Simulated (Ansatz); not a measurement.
A geometry optimisation of F2HP with r2SCAN-D4/def2-SVP

The starting geometry of this gas-phase triplet was optimised with GFN2-xTB as a singlet.

```xyz
4

F    -0.2547    0.4625   -1.0261
F    -0.1452   -1.6171   -0.4134
P     1.1859   -0.6574   -1.2474
H    -0.4921   -0.5626   -0.6115
```

**Question.** Predict what it relaxes into with r2SCAN-D4/def2-SVP.

**Answer.** It loosens into FP + FH, which stay close as a complex. Distances that change by over a tenth: F1–P3 (1.84 → 1.65 Å), F1–H4 (1.13 → 1.85 Å), F2–H4 (1.13 → 0.93 Å). Contacts that open: F2–P3 (1.84 → 3.15 Å).

The energy falls by 1.92 eV over 15 steps:

```tsv
step	E − E(last) (eV)
1	1.917
3	1.397
4	1.376
6	1.133
7	0.663
9	0.118
10	0.041
12	0.006
13	0.002
15	0.000
```

Final geometry (Å):

```csv
atom,x (Å),y (Å),z (Å)
F,0.1212,0.4826,-1.1849
F,-0.6487,-1.8085,-0.1532
P,1.5992,-0.1302,-1.5754
H,-0.7778,-0.9186,-0.3850
```

The end wasn't checked by frequencies. Open shells are spin-unrestricted. The triplet needn't be the ground state. Run with Ansatz 0.2.0, 72 s on 1 thread of Intel(R) Xeon(R) Processor @ 2.50GHz (Skylake/Cascade Lake) (shared host).
